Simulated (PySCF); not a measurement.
Delta-SCF ions had no search for a lower state. Excitations are Tamm–Dancoff values on a coarser integration grid. The basis has no diffuse functions, so Rydberg states are missing or too high.

Z-matrix (Å, degrees):
```
Si
H 1 1.4876
H 1 1.4876 2 108.66
H 1 1.4876 2 108.66 3 -118.08
Si 1 2.3383 2 110.27 3 120.96
H 5 1.4876 1 110.27 2 180.00
H 5 1.4876 6 108.66 1 120.96
H 5 1.4876 6 108.66 7 118.08
```
Charge 0, multiplicity 1.

**Question.** What S1 excitation (TDA), HOMO–LUMO gap, dipole moment, total energy, brightest of the four lowest singlets (TDA), HOMO, vertical ionisation energy (Delta-SCF) and S1–T1 gap (TDA) does PBE0-D3(BJ)/def2-TZVP in PySCF give?

**Answer.** 
- S1 excitation (TDA) = 7.47 eV
- HOMO–LUMO gap = 8.69 eV
- dipole moment = 0.00 D
- total energy = -582.3428 Ha
- brightest of the four lowest singlets (TDA) = 8.02 eV
- HOMO = -8.39 eV
- vertical ionisation energy (Delta-SCF) = 10.50 eV
- S1–T1 gap (TDA) = 1.16 eV
